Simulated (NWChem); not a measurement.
**CH2FN (SMILES [H]/N=C/F): B3LYP/jun-cc-pV(D+d)Z**

Aim: the vertical ionisation energy of CH2FN at B3LYP/jun-cc-pV(D+d)Z, from 2 runs. 

The calculation is run with NWChem 7.3.0.

### 1 The molecule

CH2FN: 5 atoms, total charge 0, spin state singlet. SMILES: `[H]/N=C/F`. Geometry: relaxed at PBE0-D4/def2-TZVP.

Bond lengths: N1–C2 1.242 Å, C2–F3 1.328 Å, N1–H4 1.016 Å, C2–H5 1.092 Å. Angles: N1–C2–F3 120.0°, N1–C2–H5 129.8°, F3–C2–H5 110.2°, C2–N1–H4 110.6°.

### 2 A single-point energy at B3LYP/jun-cc-pV(D+d)Z

The input, ch2fn.nw:

```
START ch2fn
TITLE "CH2FN"
memory stack 880 mb heap 220 mb global 1100 mb

GEOMETRY noautosym nocenter noautoz
   N    -0.719900   -0.454400   -0.439800
   C     0.296500   -0.034500    0.137300
   F     1.242400   -0.884800    0.520800
   H    -1.343900    0.314100   -0.667300
   H     0.574800    0.986000    0.407600
END

BASIS spherical bse
   * library "jun-cc-pV(D+d)Z"
END

DFT
   xc b3lyp
   mult 1
   grid fine
   convergence energy 1e-08
   maxiter 100
   mulliken
   noprint "final vectors analysis"
END

TASK dft energy
```

Run with:

```console
$ nwchem ch2fn.nw > ch2fn.out
```

Output:

```text
[...]
          Wavefunction type:  closed shell.
          No. of atoms     :     5
          No. of electrons :    24
[...]
          Charge           :     0
          Spin multiplicity:     1
[...]
          AO basis - number of functions:    64
[...]
              XC Information
              --------------
                         B3LYP Method XC Potential
                     Hartree-Fock (Exact) Exchange  0.200
                        Slater Exchange Functional  0.800 local
                    Becke 1988 Exchange Functional  0.720 non-local
              Lee-Yang-Parr Correlation Functional  0.810
                  VWN I RPA Correlation Functional  0.190 local
[...]
 d= 0,ls=0.0,diis     1   -193.8117047546 -2.62D+02  2.45D-02  7.77D-01     0.9
[...]
 d= 0,ls=0.0,diis    11   -193.9041818267 -2.47D-10  2.29D-07  6.03D-10     6.8
         Total DFT energy =     -193.904181826748
      One electron energy =     -401.367590118471
           Coulomb energy =      162.409958806440
    Exchange-Corr. energy =      -23.504124471274
 Nuclear repulsion energy =       68.557573956557
[...]
      Total Density - Mulliken Population Analysis
     ---------------------------------------------
    Atom       Charge   Shell Charges
 -----------   ------   -------------------------------------------------------
    1 N    7     7.29   2.01  0.78  0.76  0.17  2.37  1.11  0.07  0.03
    2 C    6     5.81   2.01  0.69  0.37 -0.00  1.99  0.57  0.00  0.18
    3 F    9     9.14   2.01  0.90  0.99  0.03  3.34  1.79  0.07  0.01
    4 H    1     0.83   0.73  0.04  0.06
    5 H    1     0.93   0.75  0.16  0.03
[...]
```

Run time: 7.8 s. Hardware: 1 thread of AMD EPYC 7R13 (Zen 3), shared host; peak memory 0.11 GiB.

### 3 The doublet cation at the same level

The input, ch2fn.nw:

```
start ch2fn
title "CH2FN"
memory stack 880 mb heap 220 mb global 1100 mb
charge 1

geometry noautosym nocenter noautoz
N       -0.719900      -0.454400      -0.439800
C        0.296500      -0.034500       0.137300
F        1.242400      -0.884800       0.520800
H       -1.343900       0.314100      -0.667300
H        0.574800       0.986000       0.407600
end

basis "ao basis" spherical bse
N library "jun-cc-pV(D+d)Z"
C library "jun-cc-pV(D+d)Z"
F library "jun-cc-pV(D+d)Z"
H library "jun-cc-pV(D+d)Z"
end

dft
xc b3lyp
mult 2
grid fine
convergence energy 1e-08
iterations 100
mulliken
print low
end

task dft
```

Run with:

```console
$ nwchem ch2fn.nw > ch2fn.out
```

Output:

```text
[...]
 d= 0,ls=0.0,diis     1   -193.2885394105 -2.62D+02  1.62D-02  4.74D-01     1.1
[...]
 d= 0,ls=0.0,diis    14   -193.4742893170 -2.43D-09  2.13D-07  5.85D-11    11.4
[...]
         Total DFT energy =     -193.474289317046
      One electron energy =     -393.640013717983
           Coulomb energy =      154.757332029109
    Exchange-Corr. energy =      -23.149181584728
 Nuclear repulsion energy =       68.557573956557
[...]
      Total Density - Mulliken Population Analysis
     ---------------------------------------------
    Atom       Charge   Shell Charges
 -----------   ------   -------------------------------------------------------
    1 N    7     6.79   2.01  0.80  0.66 -0.01  2.33  0.97  0.01  0.03
    2 C    6     5.73   2.01  0.72  0.38  0.04  1.95  0.44  0.01  0.17
    3 F    9     9.02   2.01  0.92  0.99  0.05  3.31  1.71  0.03  0.01
    4 H    1     0.71   0.66 -0.01  0.06
    5 H    1     0.76   0.68  0.05  0.03
[...]
      <S2> =      0.7587 (Exact =     0.7500)
[...]
```

It took 13 s on 1 thread of AMD EPYC 7R13 (Zen 3), shared host; peak memory 0.11 GiB.

### 4 Outcome

Level: B3LYP/jun-cc-pV(D+d)Z.

| quantity | value |
| --- | --- |
| singlet CH2FN: total energy | -193.90418 Eh |
| singlet CH2FN: dipole moment | 2.95 D |
| doublet cation: total energy | -193.47429 Eh |
| doublet cation: ⟨S²⟩ | 0.759 |
| vertical ionisation energy (to the doublet cation) | 11.698 eV |

In words: Removing an electron at fixed nuclei costs 11.70 eV (1129 kJ/mol). Mulliken charges (singlet CH2FN) run from -0.29 on N1 to +0.19 on C2; they depend strongly on the basis.
